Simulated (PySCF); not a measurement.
**doublet [SiH2O2]+ at 6 levels**

Aim: a comparison of 6 runs (U-wB97X/aug-cc-pVDZ, UB3LYP/aug-cc-pVDZ, UBHLYP/aug-cc-pVDZ, UCAM-B3LYP/aug-cc-pVDZ, UPBE/aug-cc-pVDZ, UCCSD(T)/aug-cc-pVDZ) of doublet [SiH2O2]+. 

The calculation is run with PySCF 2.14.0.

3 further runs of the same task are left out: 3 set aside as unsound or not needed. Runs told in other sessions of the task aren't counted.

## 1. The molecule

[SiH2O2]+: 5 atoms, total charge +1, spin state doublet. SMILES of the parent species: `O[Si]O`. The shape is that of a PBE0-D4/def2-TZVP optimisation. This is one conformer, not always the lowest. That shape belongs to the parent species and isn't relaxed for this state.

Bond lengths: O1–Si2 1.642 Å, Si2–O3 1.663 Å, O1–H4 0.964 Å, O3–H5 0.960 Å. Angles: O1–Si2–O3 99.4°, Si2–O1–H4 117.5°, Si2–O3–H5 116.1°.

## 2. The energy at U-wB97X/aug-cc-pVDZ (run 1)

calc.py reads:

```python
from pyscf import gto, dft

mol = gto.Mole()
mol.atom = [
    ('O', (-1.443200, -0.105600, -0.275000)),
    ('Si', (-0.212000, -0.791300, 0.567700)),
    ('O', (1.036000, 0.187500, 0.068600)),
    ('H', (-1.231900, 0.648900, -0.836100)),
    ('H', (1.901100, -0.013100, 0.433400)),
]
mol.spin = 1
mol.basis = 'aug-cc-pvdz'
mol.verbose = 4
mol.charge = 1
mol.max_memory = 1860
mol.build()

mf = dft.UKS(mol)
mf.xc = 'wb97x'
mf.conv_tol = 1e-10
mf.grids.level = 5
mf.kernel()
if not mf.converged:
    mf = mf.newton().run(mf.mo_coeff, mf.mo_occ)

e_final = mf.e_tot
print('E = %.10f Eh' % e_final)
```

Started as:

```bash
$ OMP_NUM_THREADS=1 python calc.py
```

Standard output:

```text
<dir> SyntaxWarning: invalid escape sequence '\W'
  S = {(paw_set(r)[0], bool(re.search(r"spin_orbit\W+true|paw_fr", str((r.get("files") or {}).get("input") or "")) or re.search("(?i)spin.orbit\W+(value\W+)?(true|yes)|value\W+spin-orbit", json.dumps(r.get("inputs"), default=str)))) for r in records}

PySCF version 2.14.0

[... 53 lines left out ...]
WARN: HOMO -0.286849842159564 >= LUMO -0.286849842159562
[... 58 lines left out ...]
converged SCF energy = -440.820435611899  <S^2> = 0.75388594  2S+1 = 2.0038822
E = -440.8204356119 Eh
```

Run time: 34 s. Hardware: 1 thread of Arm Neoverse V2, shared host; peak memory 0.46 GiB.

## 3. A single-point energy at UB3LYP/aug-cc-pVDZ (run 2)

run.py reads:

```python
from pyscf import gto, dft

mol = gto.M(
    atom='''
O   -1.443200  -0.105600  -0.275000
Si  -0.212000  -0.791300   0.567700
O    1.036000   0.187500   0.068600
H   -1.231900   0.648900  -0.836100
H    1.901100  -0.013100   0.433400
''',
    max_memory=1860,
    basis='aug-cc-pvdz',
    spin=1,
    verbose=3,
    charge=1,
)

calc0 = dft.UKS(mol, xc='b3lyp')
calc0.conv_tol = 1e-10
calc0.grids.level = 5
calc0.kernel()
if not calc0.converged:
    calc0 = calc0.newton().run(calc0.mo_coeff, calc0.mo_occ)

e_tot = calc0.e_tot
print('Final energy', e_tot)
```

Started as:

```bash
$ OMP_NUM_THREADS=1 python run.py
```

Standard output:

```text
<dir> SyntaxWarning: invalid escape sequence '\W'
  S = {(paw_set(r)[0], bool(re.search(r"spin_orbit\W+true|paw_fr", str((r.get("files") or {}).get("input") or "")) or re.search("(?i)spin.orbit\W+(value\W+)?(true|yes)|value\W+spin-orbit", json.dumps(r.get("inputs"), default=str)))) for r in records}

converged SCF energy = -440.889684456619  <S^2> = 0.75373824  2S+1 = 2.0037348
Final energy -440.88968445661885
```

Wall time 26 s (1 thread of Arm Neoverse V2, shared host); peak memory 0.47 GiB.

Runs 3 to 5 aren't shown in full; the table further down has their settings and results.

## 4. A single-point energy at UCCSD(T)/aug-cc-pVDZ (run 6)

input.py reads:

```python
from pyscf import gto, scf, cc

system = gto.M(
    atom='''
O   -1.443200  -0.105600  -0.275000
Si  -0.212000  -0.791300   0.567700
O    1.036000   0.187500   0.068600
H   -1.231900   0.648900  -0.836100
H    1.901100  -0.013100   0.433400
''',
    charge=1,
    max_memory=1860,
    basis='aug-cc-pvdz',
    spin=1,
    verbose=3,
)

mf = scf.UHF(system)
mf.conv_tol = 1e-10
mf.kernel()
if not mf.converged:
    mf = mf.newton().run(mf.mo_coeff, mf.mo_occ)

mycc = cc.CCSD(mf, frozen=7)
mycc.kernel()
e_t = mycc.ccsd_t()
e_final = mycc.e_tot + e_t
print('E(%s) = %.9f' % ('CCSD(T)', e_final))
```

Started as:

```bash
$ OMP_NUM_THREADS=1 python input.py
```

Standard output:

```text
<dir> SyntaxWarning: invalid escape sequence '\W'
  S = {(paw_set(r)[0], bool(re.search(r"spin_orbit\W+true|paw_fr", str((r.get("files") or {}).get("input") or "")) or re.search("(?i)spin.orbit\W+(value\W+)?(true|yes)|value\W+spin-orbit", json.dumps(r.get("inputs"), default=str)))) for r in records}

converged SCF energy = -439.587387206889  <S^2> = 0.75939816  2S+1 = 2.0093762
E(UCCSD) = -440.0657664038594  E_corr = -0.4783791969706841
UCCSD(T) correction = -0.0158438751305988
E(CCSD(T)) = -440.081610279
```

Run time: 2.1 min. Hardware: 1 thread of Arm Neoverse V2, shared host; peak memory 2.2 GiB.

## 5. All runs side by side

| run | level | integration grid | frozen core orbitals | energy (Eh) | HOMO energy (eV) | LUMO energy (eV) | ⟨S²⟩ | wall time |
| --- | --- | --- | --- | --- | --- | --- | --- | --- |
| 1 | U-wB97X/aug-cc-pVDZ | 5 | – | -440.820436 | -18.35 | -10.44 | 0.754 | 34 s |
| 2 | UB3LYP/aug-cc-pVDZ | 5 | – | -440.889684 | -15.72 | -12.35 | 0.754 | 26 s |
| 3 | UBHLYP/aug-cc-pVDZ | 5 | – | -440.798089 | -17.30 | -11.13 | 0.756 | 25 s |
| 4 | UCAM-B3LYP/aug-cc-pVDZ | 5 | – | -440.826856 | -17.38 | -11.02 | 0.754 | 33 s |
| 5 | UPBE/aug-cc-pVDZ | 5 | – | -440.570996 | -14.57 | -12.82 | 0.753 | 23 s |
| 6 | UCCSD(T)/aug-cc-pVDZ | – | 7 | -440.081610 | -19.76 | -7.89 | 0.759 | 2.1 min |

## 6. What came out

```
                                                         quantity          value
                                              run 6: total energy  -440.08161 Eh
run 6: HOMO energy (Hartree–Fock orbitals) (highest over α and β)      -19.76 eV
 run 6: LUMO energy (Hartree–Fock orbitals) (lowest over α and β)       -7.89 eV
               run 6: correlation energy (7 core orbitals frozen)     -494.2 mEh
                                            run 6: (T) correction     -15.84 mEh
                         run 6: ⟨S²⟩ of the reference determinant          0.759
                                             run 6: T1 diagnostic          0.022
```

What this shows: Totals of different functionals can't be ranked against each other. All runs together took 4.5 min, the longest 2.1 min.
